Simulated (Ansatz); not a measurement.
## TiZnOs3: from a trial structure to a relaxed crystal

The calculation used DFT PBE, scalar-relativistic, plane waves, PAW (Ansatz 0.2.0).

TiZnOs3 was placed on the tetragonal perovskite structure type (P4mm, No. 99), with Ti in place of Ba, Zn in place of Ti, Os in place of O, at a guessed volume.

Input of the last, converged step (default PAW datasets):

```yaml
crystal:
  lattice:
    - [3.7855649709, 0.0, 0.0]
    - [0.0, 3.7855649709, 0.0]
    - [0.0, 0.0, 5.9670168852]
  atoms:
    - { symbol: Ti, position: [0.0, 0.0, 0.9675978052] }
    - { symbol: Zn, position: [0.5, 0.5, 0.6798200071] }
    - { symbol: Os, position: [0.5, 0.5, 0.0874580586] }
    - { symbol: Os, position: [0.0, 0.5, 0.3625620646] }
    - { symbol: Os, position: [0.5, 0.0, 0.3625620646] }
basis:
  ecutwfc: 420
kpoints:
  mp_grid: { grid: [10, 10, 6] }
hamiltonian:
  xc: pbe
scf:
  occupations: { method: gaussian, width: 0.1 }
output:
  forces: true
  stress: true
  eigenvalues: true
relax:
  adjacent_minimum: "off"
  f_tol: 0.01
  max_steps: 80
  cell: { stress_tol: 0.05 }
```

Launched as:

```bash
ansatz run input.yaml --threads 1 --pin off --max-ram 2560MiB --backend cpu --events-out ev --progress --plain --runs-dir out
```

Time: 3.1 min on 1 thread of Arm Neoverse V2, with other jobs on the host, peak memory 0.52 GiB.

End of the output:

```
SCF converged after 7 iterations
Free energy (F): -39969.878238 eV
Harris-Foulkes:  -39969.878238 eV  (|F-HF|=7.28e-12)
Internal energy: -39969.853849 eV  (E = F + TS)
E sigma→0 (E₀):  -39969.866043 eV
Entropy (-TS):   -0.024389 eV (-4.878 meV/atom)
Fermi energy:    16.957411 eV
--- Per-component energies (eV) ---
  E_band       = -598.879521
  E_kinetic    = 2087.915450
  E_local      = -6458.697292  (includes V_loc(G=0)·N_el)
  E_nonlocal   = 613.129349
  E_hartree    = 2685.284280
  E_xc         = -1033.280558
  E_vxc        = -1023.868557  (∫ρ·V_xc dr)
  E_paw        = -29906.107269  (= ΣΔE_a)
  E_vpaw       = -1187.926757  (= ΣTr[D̂ρ^β])
  E_aug_tail   = -0.000438  (compensation charges beyond the density's cutoff)
  E_ewald      = -7958.097371
  E_smearing   = -0.024389  (= −TS)
  E_closure    = 0.000000  (closes the sum)
  Σ components = -39969.878238   (vs F -39969.878238, Δ=0.00e0)
--- Forces (eV/Å), atoms counted from 1 ---
  atom   1  Ti     0.00000000     0.00000000     0.00133680
  atom   2  Zn     0.00000000     0.00000000    -0.00210433
  atom   3  Os     0.00000000     0.00000000    -0.00048084
  atom   4  Os     0.00000000     0.00000000     0.00062283
  atom   5  Os     0.00000000     0.00000000     0.00062283
  max |Σ_I F_I| component: 2.70e-6 eV/Å
--- Stress (GPa, compression-positive) ---
        0.023618       0.000000       0.000000
        0.000000       0.023618       0.000000
        0.000000       0.000000       0.040262
  P = ⅓ Tr σ = 0.0292 GPa (0.292 kbar)
--- Relaxed structure (6 steps of the walk, 6 accepted, 1 SCFs on fresh bases) ---
  F+E_penalty+E_count = -39969.87823792 eV   max|allowed force component| = 2.104e-3 eV/Å   (the final SCF, on the basis selected at the relaxed cell)
  cell:  # Å, volume = 84.7949 Å³
    - [3.727415, 0.0, 0.000000]
    - [0.0, 3.727415, 0.0]
    - [0.000000, 0.0, 6.103153]
  atoms:
    - { symbol: Ti, position: [0.000000, 0.0, 0.963732] }
    - { symbol: Zn, position: [0.5, 0.5, 0.681986] }
    - { symbol: Os, position: [0.5, 0.5, 0.081773] }
    - { symbol: Os, position: [0.000000, 0.5, 0.366255] }
    - { symbol: Os, position: [0.5, 0.0, 0.366255] }
```

Total energies depend on the potentials used, so only differences within one code and one set of settings carry meaning.

The result has space group P4mm (No. 99). Ti is coordinated by 4 Os at 2.73 Å, 4 Os at 3.08 Å and 4 Zn at 3.15 Å (next Ti at 3.73 Å); around Zn lie 1 Os at 2.44 Å and 4 Os at 2.68 Å (next Ti at 3.15 Å); Os on Wyckoff site b (1 atom of the primitive cell) has 1 Zn at 2.44 Å, 4 Os at 2.55 Å and 4 Ti at 2.73 Å; Os on Wyckoff site c (2 atoms of the primitive cell) is coordinated by 6 Os at 2.55–2.64 Å, 2 Zn at 2.68 Å and 2 Ti at 3.08 Å.

Against the elements it lies at 0.49 eV/atom. Formation energies are uncorrected and refer to the elements' standard structures at the same level.

For metals, differences of a few meV/atom aren't resolved. Spin–orbit coupling is left out.

Symmetry constrained the relaxation, so the result can be a saddle point.